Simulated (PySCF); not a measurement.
# Electric properties by functional and basis

CH2O.
SMILES: `C=O`

PySCF, dipoles from the SCF density, polarisabilities from static response with core orbitals frozen. Geometry: PBE0-D3(BJ)/def2-SVP; no solvent, vibrations or thermal averaging.

Reference dipole: 2.332 D (measured, gas; NIST CCCBDB Release 22 (SRD 101), experimental dipoles). Reference dipole: 2.393 D (computed, CCSD(T)/CBS, all electrons, equilibrium geometry, gas; Hait, Head-Gordon, J. Chem. Theory Comput. 14 (2018) 1969). Reference polarisability: 2.770 Å³ (measured, gas; NIST CCCBDB Release 22 (SRD 101), experimental polarizabilities). Reference polarisability: 2.611 Å³ (computed, CCSD(T)/CBS, static electronic, isotropic average, equilibrium geometry, gas; Hait, Head-Gordon, Phys. Chem. Chem. Phys. 20 (2018) 19800). Errors are taken against the first value of each kind. The anisotropy is √(½[(α1 − α2)² + (α2 − α3)² + (α3 − α1)²]).

| level | μ (D) | error (%) | α (au) | error (%) | anisotropy (au) |
| --- | --- | --- | --- | --- | --- |
| LDA/def2-SVPD | 2.283 | -2.1 | 18.38 | -1.7 | 8.50 |
| PBE/def2-SVPD | 2.212 | -5.1 | 18.24 | -2.4 | 8.60 |
| B3LYP/def2-SVPD | 2.389 | +2.5 | 17.72 | -5.2 | 8.24 |
| PBE0/def2-SVPD | 2.388 | +2.4 | 17.46 | -6.6 | 8.09 |
| BHandHLYP/def2-SVPD | 2.582 | +10.7 | 17.01 | -9.0 | 7.85 |
| CAM-B3LYP/def2-SVPD | 2.479 | +6.3 | 17.50 | -6.4 | 8.04 |
| wB97X-D/def2-SVPD | 2.461 | +5.5 | 17.44 | -6.7 | 7.92 |
| LC-wPBE/def2-SVPD | 2.484 | +6.5 | 17.10 | -8.5 | 7.87 |
| HF/def2-SVPD | 2.830 | +21.3 | 16.45 | -12.0 | 7.61 |
| PBE0/6-31G* | 2.179 | -6.6 | 13.11 | -29.9 | 10.11 |
| PBE0/def2-SVP | 2.179 | -6.6 | 13.41 | -28.3 | 9.53 |
| PBE0/6-31+G* | 2.450 | +5.1 | 15.08 | -19.3 | 10.74 |
| PBE0/aug-cc-pVDZ | 2.352 | +0.8 | 17.67 | -5.5 | 8.66 |
| PBE0/def2-TZVP | 2.302 | -1.3 | 15.84 | -15.3 | 9.50 |
| PBE0/def2-TZVPD | 2.347 | +0.6 | 17.95 | -4.0 | 8.26 |
| PBE0/aug-cc-pVTZ | 2.348 | +0.7 | 18.01 | -3.6 | 8.33 |

For the dipole, the smallest error is 0.6% (PBE0/def2-TZVPD) and the largest 21.3% (HF/def2-SVPD). For the polarisability, the smallest error is 1.7% (LDA/def2-SVPD) and the largest 29.9% (PBE0/6-31G*). The dipole runs from 2.18 D (PBE0/def2-SVP) to 2.83 D (HF/def2-SVPD). In one basis (def2-SVPD) the functionals order the polarisability from HF (lowest) to LDA (highest), a spread of 12%. With PBE0 the polarisability is 14.12 au without diffuse functions (mean of 6-31G*, def2-SVP and def2-TZVP) and 17.24 au with them (mean of 6-31+G*, def2-SVPD, aug-cc-pVDZ, def2-TZVPD and aug-cc-pVTZ). Measured values can belong to vibrating molecules; the computed ones are for one fixed geometry.
